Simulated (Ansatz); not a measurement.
# In2O3 (Ia-3, No. 206)

These are LDA (PAW; Ansatz, an electronic-structure program) values and carry that method's errors.

Settings: plane-wave cutoff 520 eV, 6×6×6 k mesh, Fermi–Dirac smearing 0.01 eV, scalar-relativistic PAW data made under PBE.

Cell: relaxed at this level.

```
Item                                      Value
------------------  ---------------------------
band gap            1.17 eV (on the SCF k mesh)
lattice constant a                     10.061 Å
```

Measured, for comparison: band gap 2.93 ± 0.1 eV (room temperature, not corrected to a static lattice; as tabulated in King et al. (2009), doi:10.1103/physrevb.79.205211).

Note: the relaxation could not lower the start's symmetry, so the cell can be a saddle point above a distorted one.

Spin–orbit coupling is not included.

Computed values are for the static lattice.

Computing time: very roughly 23 core-minutes.
